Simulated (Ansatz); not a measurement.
**Other spins and charges of GeH₂, singlet at one geometry**

Geometry (PBE0/def2-TZVP stationary point for this spin, not checked as a minimum):

```json
{"atom": "Ge", "x (Å)": "0.0000", "y (Å)": "-0.0303", "z (Å)": "0.0000"}
{"atom": "H", "x (Å)": "0.0000", "y (Å)": "1.0906", "z (Å)": "-1.1335"}
{"atom": "H", "x (Å)": "0.0000", "y (Å)": "1.0906", "z (Å)": "1.1335"}
```

Basis cc-pVDZ; Ansatz 0.2.0. Only valence electrons are correlated (noble-gas cores and the filled d shells of p-block atoms frozen). R marks a restricted (for open shells ROHF) determinant. Active spaces: valence = (6e, 6o) chosen from the atoms' valence shells. No spin–orbit coupling is included, and no scalar relativity.

Gaps are energies of the second state less the first, at fixed atoms, for a selection of the levels run; each method lands on the state that its own search finds for that charge and spin.

Removing an electron, to the doublet: 9.246 eV at full CI (singlet A1, doublet ion A1, in C2v).

```tsv
level	gap (eV)	error (meV)
RHF	8.559	-687
RMP2	9.108	-138
CISD	9.165	-81
RCCSD	9.236	-10
RCCSD(T)	9.245	-1
BCCD(T)	9.245	-1
RCCSDT	9.243	-3
CISDTQ	9.243	-3
RCCSDT(Q)	9.245	-1
RCCSDTQ	9.245	-1
CASSCF (valence space)	8.678	-568
NEVPT2 (valence space)	9.058	-188
MRCISD (valence space)	9.208	-38
MRCISD+Q (valence space)	9.240	-6
PBE	9.383	137
r2SCAN	9.399	153
PBE0	9.392	146
B3LYP	9.524	278
wB97M-V	9.407	161
B2PLYP	9.340	94
RPA-PBE	9.370	124
```

Triplet less singlet: 1.368 eV at full CI (singlet A1, triplet B1, in C2v).

```json
{"level": "RMP2", "gap (eV)": "1.248", "error (meV)": "-120"}
{"level": "CISD", "gap (eV)": "1.303", "error (meV)": "-65"}
{"level": "RCCSD", "gap (eV)": "1.369", "error (meV)": "1"}
{"level": "RCCSD(T)", "gap (eV)": "1.369", "error (meV)": "1"}
{"level": "CISDTQ", "gap (eV)": "1.365", "error (meV)": "-3"}
{"level": "CASSCF (valence space)", "gap (eV)": "1.289", "error (meV)": "-79"}
{"level": "MRCISD (valence space)", "gap (eV)": "1.362", "error (meV)": "-6"}
{"level": "MRCISD+Q (valence space)", "gap (eV)": "1.364", "error (meV)": "-4"}
{"level": "B2PLYP", "gap (eV)": "1.478", "error (meV)": "110"}
{"level": "RPA-PBE", "gap (eV)": "1.455", "error (meV)": "87"}
```

In so small a basis the reference is far from its limit while semilocal and hybrid functionals are nearer theirs (RPA and double hybrids share much of the reference's basis error), so the functionals' errors here hold much of the reference's basis and frozen-core error, which can add to them or hide them.

Full CI is exact within this basis and frozen core; it isn't the basis-set limit.
